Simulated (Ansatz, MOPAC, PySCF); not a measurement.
System: AlCl2, net charge 0, doublet state. SMILES: [Cl][Al][Cl]
Geometry from a B3LYP-D3(BJ)/def2-TZVP (Ansatz, a quantum-chemistry and plane-wave program) optimisation:
```
Al
Cl 1 2.1140
Cl 1 2.1140 2 118.91
```
Charge 0, spin multiplicity 2.

Unscaled harmonic wavenumbers (cm⁻¹) in rising order, each level at the stationary point that it reaches from this structure (no distance between atoms moves by over 0.3 Å); the order of modes can differ between levels, and a negative number is imaginary. B3LYP-D3(BJ)/def2-TZVP (PySCF, at the structure above): 143, 444, 557.

AM1 (MOPAC): 144, 557, 851. Zero-point energy 2.2 against 1.6 kcal/mol; where all levels lie over 400 cm⁻¹, the wavenumbers are on average 1.391 times those of B3LYP-D3(BJ)/def2-TZVP.

PM6 (MOPAC): 144, 569, 720. Zero-point energy 2.0 against 1.6 kcal/mol; where all levels lie over 400 cm⁻¹, the wavenumbers are on average 1.287 times those of B3LYP-D3(BJ)/def2-TZVP.

HF/3-21G (Ansatz): 144, 432, 543. Zero-point energy 1.6 against 1.6 kcal/mol; where all levels lie over 400 cm⁻¹, the wavenumbers are on average 0.974 times those of B3LYP-D3(BJ)/def2-TZVP.

B3LYP/6-31G* (Ansatz): 143, 441, 555. Zero-point energy 1.6 against 1.6 kcal/mol; where all levels lie over 400 cm⁻¹, the wavenumbers are on average 0.994 times those of B3LYP-D3(BJ)/def2-TZVP.
